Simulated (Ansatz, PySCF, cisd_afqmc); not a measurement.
Species: O3, charge 0, singlet. O3 (ozone, SMILES O=[O+][O-]).
B3LYP-D3(BJ)/def2-TZVP minimum from Ansatz (an electronic-structure program):
```
O
O 1 1.2535
O 1 1.2535 2 118.30
```
Charge 0, spin multiplicity 1.

Atomisation energy term by term, kcal/mol (programs: Ansatz, cisd_afqmc). UHF or UKS for unpaired electrons; spin-orbit terms are left out. Cores are frozen in correlated methods. No relativity. AFQMC is phaseless with a CISD trial state; ± is one standard error, without the phaseless bias. Outlying blocks are dropped, and bars are widened where a walk drifts. Over all cases where full CI ran beside it in this data, AFQMC minus full CI had a median of +0.1 mEh and passed +0.4 mEh in a tenth of the cases. CBS(X,Y): correlation extrapolated as X^-3, Hartree-Fock from the larger set (Q,5: extrapolated as (X+1)exp(-9√X)). A bracket is a step between two methods taken in the basis named. The T1 diagnostic of O3 (O=[O+][O-], singlet) reaches 0.026 in the sets run. The restricted determinant of O3 (O=[O+][O-], singlet) is unstable towards broken spin symmetry in at least one set run.

```
term                                                          basis  kcal/mol
-----------------------  ------------------------------------------  --------
Hartree-Fock                                   CBS(cc-pVQZ,cc-pV5Z)    -54.24
CCSD correlation                               CBS(cc-pVQZ,cc-pV5Z)    173.52
(T)                                            CBS(cc-pVQZ,cc-pV5Z)     24.83
CCSDT(Q) - CCSD(T)                                          cc-pVTZ      3.09
CCSDTQ - CCSDT(Q)                                           cc-pVDZ     -0.83
minus zero-point energy  Hessian by PySCF at B3LYP-D3(BJ)/def2-TZVP     -4.59
sum: D0                                                                 141.8
```

The step beyond CCSD(T) by other levels: CCSDTQ in cc-pVDZ 2.87; AFQMC/CISD in cc-pVDZ 0.61 ± 0.34; CCSDT(Q) in cc-pVDZ 3.70 kcal/mol.
